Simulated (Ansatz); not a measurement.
**One shape, several levels: C6H12 (trans-3-Methyl-2-pentene)**

Aim: a comparison of 5 runs (HF/6-31G*, B2PLYP/6-31G*, CAM-B3LYP/6-31G*, PBE/6-31G*, wB97X/6-31G*) of C6H12 (trans-3-Methyl-2-pentene). 

The calculation is run with Ansatz 0.2.0.

30 further runs of the same task are left out: 30 set aside as unsound or not needed. Runs told in other sessions of the task aren't counted.

### 1 Starting point

C6H12: 18 atoms, total charge 0, spin state singlet. As SMILES, `C/C=C(\C)CC`. The C3–C5 distance was set to 2.706 Å, away from the relaxed value. At this shape a bond of the SMILES string is far longer than usual.

Bond lengths: C1–C2 1.491 Å, C2–C3 1.334 Å, C3–C4 1.497 Å, C5–C6 1.525 Å, C1–H7 1.095 Å, C1–H8 1.090 Å, C1–H9 1.095 Å, C2–H10 1.089 Å, C4–H11 1.095 Å, C4–H12 1.095 Å, C4–H13 1.089 Å, C5–H14 1.098 Å, C5–H15 1.094 Å, C6–H16 1.092 Å, C6–H17 1.093 Å, C6–H18 1.092 Å. Some angles: C1–C2–C3 128.3°, C2–C3–C4 124.4°, C1–C2–H10 114.9°, C3–C2–H10 116.8°, C2–C1–H7 110.8°, C2–C1–H8 113.2°, C2–C1–H9 110.7°, C3–C4–H11 110.3°, C3–C4–H12 111.2°, C3–C4–H13 113.0°.

### 2 A single-point energy at HF/6-31G(d) (spherical functions) (run 1)

run.yaml reads:

```yaml
crystal:
  periodic: [false, false, false]
  atoms:
    - {symbol: C, position_ang: [3.308051, -0.065407, 1.565912]}
    - {symbol: C, position_ang: [2.053821, 0.322413, 0.859862]}
    - {symbol: C, position_ang: [1.138371, -0.471827, 0.302842]}
    - {symbol: C, position_ang: [1.217711, -1.966637, 0.279932]}
    - {symbol: C, position_ang: [-1.045250, 0.593460, -0.888770]}
    - {symbol: C, position_ang: [-2.360600, 0.220150, -0.212650]}
    - {symbol: H, position_ang: [4.181181, 0.391133, 1.088172]}
    - {symbol: H, position_ang: [3.468401, -1.142987, 1.594242]}
    - {symbol: H, position_ang: [3.297521, 0.294403, 2.600232]}
    - {symbol: H, position_ang: [1.874271, 1.395033, 0.800742]}
    - {symbol: H, position_ang: [1.068481, -2.340287, -0.738698]}
    - {symbol: H, position_ang: [0.430171, -2.414057, 0.894422]}
    - {symbol: H, position_ang: [2.172011, -2.347327, 0.640202]}
    - {symbol: H, position_ang: [-1.079540, 0.261230, -1.934680]}
    - {symbol: H, position_ang: [-0.944610, 1.682130, -0.910680]}
    - {symbol: H, position_ang: [-3.204430, 0.701320, -0.712530]}
    - {symbol: H, position_ang: [-2.362220, 0.536510, 0.833510]}
    - {symbol: H, position_ang: [-2.537720, -0.857400, -0.236340]}
basis:
  gaussian:
    orbitals: 6-31G_st_-spherical.json
hamiltonian:
  xc: hf
accuracy: high
output:
  orbitals: {seedname: orbitals}
```

The basis set 6-31G* is read from a file made from the Basis Set Exchange's data (not shown).

On the command line:

```
$ ansatz run run.yaml --threads 1 --pin off --max-ram 3480MiB --events-out events.jsonl --progress --plain --runs-dir runs
```

The program printed:

```text
Warning: RAYON_NUM_THREADS=1 ignored (pool sized by the plan → 1); use --threads N
Functional definition: HF
  name "HF"
  exchange = exact_x
  correlation = 0
2776 factors; integrals over basis functions are off by at most 1.3e-8 eV
mean field evaluation 1: about -6363.8882 eV, gradient 3.1e1 eV
mean field evaluation 2: about -6363.8884 eV, gradient 3.1e1 eV
mean field evaluation 4: about -6367.1501 eV, gradient 3.6e0 eV
mean field evaluation 8: about -6367.2017 eV, gradient 1.0e-1 eV
mean field -6367.20172160 eV, -233.9903474245 hartree, gradient 5.0e-8 eV, S^2 0.000000; 0 other end points of the search recorded, 0 dependent functions left out
reference -6367.20172160 eV, -233.9903474245 hartree; 24, 24 occupied and 84, 84 virtual orbitals, 2776 factors
Total energy: -6367.20172160 eV, -233.9903474245 hartree
```

It took 6 s on 1 thread of Arm Neoverse V1, shared host; peak memory 0.38 GiB.

### 3 A single-point energy at B2PLYP/6-31G(d) (spherical functions) (run 2)

in.yaml reads:

```yaml
crystal:
  periodic: [false, false, false]
  atoms:
    - symbol: C
      position_ang: [3.308051, -0.065407, 1.565912]
    - symbol: C
      position_ang: [2.053821, 0.322413, 0.859862]
    - symbol: C
      position_ang: [1.138371, -0.471827, 0.302842]
    - symbol: C
      position_ang: [1.217711, -1.966637, 0.279932]
    - symbol: C
      position_ang: [-1.045250, 0.593460, -0.888770]
    - symbol: C
      position_ang: [-2.360600, 0.220150, -0.212650]
    - symbol: H
      position_ang: [4.181181, 0.391133, 1.088172]
    - symbol: H
      position_ang: [3.468401, -1.142987, 1.594242]
    - symbol: H
      position_ang: [3.297521, 0.294403, 2.600232]
    - symbol: H
      position_ang: [1.874271, 1.395033, 0.800742]
    - symbol: H
      position_ang: [1.068481, -2.340287, -0.738698]
    - symbol: H
      position_ang: [0.430171, -2.414057, 0.894422]
    - symbol: H
      position_ang: [2.172011, -2.347327, 0.640202]
    - symbol: H
      position_ang: [-1.079540, 0.261230, -1.934680]
    - symbol: H
      position_ang: [-0.944610, 1.682130, -0.910680]
    - symbol: H
      position_ang: [-3.204430, 0.701320, -0.712530]
    - symbol: H
      position_ang: [-2.362220, 0.536510, 0.833510]
    - symbol: H
      position_ang: [-2.537720, -0.857400, -0.236340]
basis:
  gaussian: {orbitals: 6-31G_st_-spherical.json}
hamiltonian: {xc: {name: B2PLYP}}
correlation: {frozen_orbitals: {C: 1, H: 0}}
accuracy: high
output: {orbitals: {seedname: orbitals}}
```

The basis set 6-31G* is read from a file made from the Basis Set Exchange's data (not shown).

On the command line:

```
$ ansatz run in.yaml --threads 1 --pin off --max-ram 3480MiB --events-out events.jsonl --progress --plain --runs-dir runs
```

The program printed, cut to the lines that bear on the results:

```text
Warning: RAYON_NUM_THREADS=1 ignored (pool sized by the plan → 1); use --threads N
Functional definition: B2PLYP
  name "B2PLYP"
[...]
2776 factors; integrals over basis functions are off by at most 1.3e-8 eV
[...]
mean field -6397.58959068 eV, -235.1070810154 hartree, gradient 7.3e-8 eV, S^2 0.000000; 0 other end points of the search recorded, 0 dependent functions left out; unrestricted orbitals would lower it
6 core orbitals not correlated: weight in the atoms' cores, before any rotation towards them, 1.000 or more for the frozen orbitals, at most 0.000 for the correlated occupied ones
reference -6397.58961979 eV, -235.1070820855 hartree; 18, 18 occupied and 84, 84 virtual orbitals, 2776 factors
second order -27.22268181 eV of doubles, -0.00000000 eV of singles
Total energy: -6404.93974388 eV, -235.3771941636 hartree
```

Wall time 19 s (1 thread of Arm Neoverse V1, shared host); peak memory 0.45 GiB.

Runs 3 to 4 aren't shown in full; the table further down has their settings and results.

### 4 The energy at wB97X/6-31G(d) (spherical functions) (run 5)

molecule.yaml reads:

```yaml
crystal:
  periodic: [false, false, false]
  atoms:
    - {symbol: C, position_ang: [3.308051, -0.065407, 1.565912]}
    - {symbol: C, position_ang: [2.053821, 0.322413, 0.859862]}
    - {symbol: C, position_ang: [1.138371, -0.471827, 0.302842]}
    - {symbol: C, position_ang: [1.217711, -1.966637, 0.279932]}
    - {symbol: C, position_ang: [-1.045250, 0.593460, -0.888770]}
    - {symbol: C, position_ang: [-2.360600, 0.220150, -0.212650]}
    - {symbol: H, position_ang: [4.181181, 0.391133, 1.088172]}
    - {symbol: H, position_ang: [3.468401, -1.142987, 1.594242]}
    - {symbol: H, position_ang: [3.297521, 0.294403, 2.600232]}
    - {symbol: H, position_ang: [1.874271, 1.395033, 0.800742]}
    - {symbol: H, position_ang: [1.068481, -2.340287, -0.738698]}
    - {symbol: H, position_ang: [0.430171, -2.414057, 0.894422]}
    - {symbol: H, position_ang: [2.172011, -2.347327, 0.640202]}
    - {symbol: H, position_ang: [-1.079540, 0.261230, -1.934680]}
    - {symbol: H, position_ang: [-0.944610, 1.682130, -0.910680]}
    - {symbol: H, position_ang: [-3.204430, 0.701320, -0.712530]}
    - {symbol: H, position_ang: [-2.362220, 0.536510, 0.833510]}
    - {symbol: H, position_ang: [-2.537720, -0.857400, -0.236340]}
basis:
  gaussian:
    orbitals: 6-31G_st_-spherical.json
hamiltonian:
  xc: {name: wB97X}
accuracy: high
output: {orbitals: {seedname: orbitals}}
```

The basis set 6-31G* is read from a file made from the Basis Set Exchange's data (not shown).

On the command line:

```
$ ansatz run molecule.yaml --threads 1 --pin off --max-ram 3480MiB --events-out events.jsonl --progress --plain --runs-dir runs
```

The program printed, cut to the lines that bear on the results:

```text
Warning: RAYON_NUM_THREADS=1 ignored (pool sized by the plan → 1); use --threads N
Functional definition: wB97X
  name "wB97X"
[...]
      + exact_x_lr(omega)
[...]
      + integral(e_c_pw_opposite_spin*poly(b97_u_opposite, 1, cos1, cos2, cos3, cos4))
2776 factors; integrals over basis functions are off by at most 1.3e-8 eV
487 factors; integrals over basis functions are off by at most 2.1e-9 eV
[...]
mean field -6411.30094013 eV, -235.6109638141 hartree, gradient 5.6e-8 eV, S^2 0.000000; 0 other end points of the search recorded, 0 dependent functions left out
reference -6411.30093716 eV, -235.6109637049 hartree; 24, 24 occupied and 84, 84 virtual orbitals, 2776 factors
Total energy: -6411.30093716 eV, -235.6109637049 hartree
```

It took 53 s on 1 thread of Arm Neoverse V1, shared host; peak memory 0.78 GiB.

### 5 The series

```tsv
run	level	frozen core orbitals	energy (Eh)	HOMO energy (eV)	LUMO energy (eV)	HOMO–LUMO gap (eV)	wall time
1	HF/6-31G* (spherical functions)	–	-233.990347	-7.92	2.03	9.95	6 s
2	B2PLYP/6-31G* (spherical functions)	6	-235.377194	-6.68	-0.30	6.38	19 s
3	CAM-B3LYP/6-31G* (spherical functions)	–	-235.528503	-7.15	-0.53	6.62	16 s
4	PBE/6-31G* (spherical functions)	–	-235.356126	-5.04	-2.44	2.59	13 s
5	wB97X/6-31G* (spherical functions)	–	-235.610964	-8.09	0.40	8.49	53 s
```

### 6 Results

| quantity | value |
| --- | --- |
| run 5: total energy | -235.61096 Eh |
| run 5: HOMO energy | -8.09 eV |
| run 5: LUMO energy | 0.40 eV |
| run 5: HOMO–LUMO gap | 8.49 eV |

**Reading.** The HOMO–LUMO gap runs from 2.59 eV (PBE/6-31G*) to 9.95 eV (HF/6-31G*). Exact exchange widens orbital gaps. Totals of different functionals can't be ranked against each other. In run 2 the log says that unrestricted orbitals would lower the reference, so the values rest on an unstable closed-shell determinant (other closed-shell runs at this shape may share the fault). In all runs a closed-shell determinant meets a far-stretched bond; if it breaks into open shells, such a determinant describes it badly, and no broken-symmetry solution was shown. All runs together took 1.8 min, the longest 53 s.
